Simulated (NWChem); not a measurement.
Species: hydrogen fluoride (HF); SMILES F

All runs: NWChem. Pople sets run with spherical d functions. Each level has its own optimisation. Computed dipoles belong to the equilibrium geometry; the measured one is vibrationally averaged.

Measured dipole moment: 1.82 D (NIST CCCBDB, as tabulated in the package chemicals).

```csv
level,dipole moment (D),computed − measured
Hartree-Fock/STO-3G,1.25,-0.57
Hartree-Fock/3-21G,2.17,+0.35
Hartree-Fock/6-31G*,1.97,+0.15
B3LYP/6-31G*,1.86,+0.04
"LDA (Slater exchange, VWN5)/def2-SVP",1.88,+0.06
PBE/def2-SVP,1.81,-0.01
BLYP/def2-SVP,1.80,-0.02
PBE0/def2-SVP,1.86,+0.04
```
